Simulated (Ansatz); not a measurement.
Input file:

```yaml
crystal:
  periodic: [false, false, false]
  atoms:
    - {symbol: Al, position_ang: [0.000000, 0.000000, 1.380336]}
    - {symbol: Na, position_ang: [0.000000, 0.000000, -1.833231]}
    - {symbol: H, position_ang: [0.000000, 1.450695, 2.431673]}
    - {symbol: H, position_ang: [0.000000, -1.450695, 2.431673]}
basis:
  gaussian: {orbitals: def2-TZVP}
magnetization: {spin_polarized: false}
hamiltonian: {xc: {name: r2SCAN}}
correlation: {method: ccsd_t, electrons: outside_noble_gas}
output: {forces: true}
```

```sh
$ ansatz run in.yaml --threads 1 --pin off --events-out ev --progress --plain --max-ram 2393MiB
```

Log:

```
617 factors; integrals over basis functions are off by at most 6.4e-4 eV
mean field evaluation 1: about -11041.2796 eV, gradient 1.5e1 eV
mean field evaluation 2: about -11041.2699 eV, gradient 1.5e1 eV
mean field evaluation 4: about -11042.6637 eV, gradient 3.3e0 eV
mean field evaluation 8: about -11042.7538 eV, gradient 5.9e-2 eV
mean field evaluation 16: about -11042.7538 eV, gradient 2.2e-5 eV
mean field -11042.75379362 eV, -405.8137168682 hartree, gradient 1.4e-6 eV, S^2 0.000000; 0 other end points of the search recorded, 0 dependent functions left out
10 core orbitals not correlated: weight in the atoms' cores, before any rotation towards them, 1.000 or more for the frozen orbitals, at most 0.000 for the correlated occupied ones
reference -11017.38089061 eV, -404.8812798810 hartree; 3, 3 occupied and 68, 68 virtual orbitals, 617 factors
second order -2.47404690 eV of doubles, -0.12411925 eV of singles
cycle   1  -3.02233641 eV  change   -4.3e-1 eV  update   6.8e-2
cycle   2  -3.21662018 eV  change   -1.9e-1 eV  update   2.8e-2
cycle   3  -3.23725087 eV  change   -2.1e-2 eV  update   1.0e-2
cycle   4  -3.23852896 eV  change   -1.3e-3 eV  update   4.9e-3
cycle   5  -3.23855860 eV  change   -3.0e-5 eV  update   1.9e-3
cycle   6  -3.23803332 eV  change    5.3e-4 eV  update   8.5e-4
cycle   7  -3.23799125 eV  change    4.2e-5 eV  update   3.6e-4
cycle   8  -3.23806993 eV  change   -7.9e-5 eV  update   1.5e-4
cycle   9  -3.23807587 eV  change   -5.9e-6 eV  update   5.6e-5
cycle  10  -3.23805947 eV  change    1.6e-5 eV  update   2.3e-5
cycle  11  -3.23805253 eV  change    6.9e-6 eV  update   8.3e-6
cycle  12  -3.23805478 eV  change   -2.2e-6 eV  update   2.6e-6
perturbative correction -0.08342091 eV, -0.0030656619 hartree
the calculation of the forces begins
Total energy: -11020.70236630 eV, -405.0033418612 hartree
Atom 0 at     0.000000     0.000000     1.380336 Å, force    -0.000000     0.000000     1.112251 eV/Å
Atom 1 at     0.000000     0.000000    -1.833231 Å, force    -0.000000    -0.000000     0.536387 eV/Å
Atom 2 at     0.000000     1.450695     2.431673 Å, force     0.000000    -1.209571    -0.824319 eV/Å
Atom 3 at     0.000000    -1.450695     2.431673 Å, force     0.000000     1.209571    -0.824319 eV/Å
Dipole moment:    -0.000000    -0.000000    -1.892415 e Å
```

Forces (eV/Å):
```
Al   0.000  0.000  1.112
Na   0.000  0.000  0.536
H    0.000 -1.210 -0.824
H    0.000  1.210 -0.824
```

Ran on 1 thread of Arm Neoverse N1, shared host: 18 s wall, 0.25 GiB peak host memory.
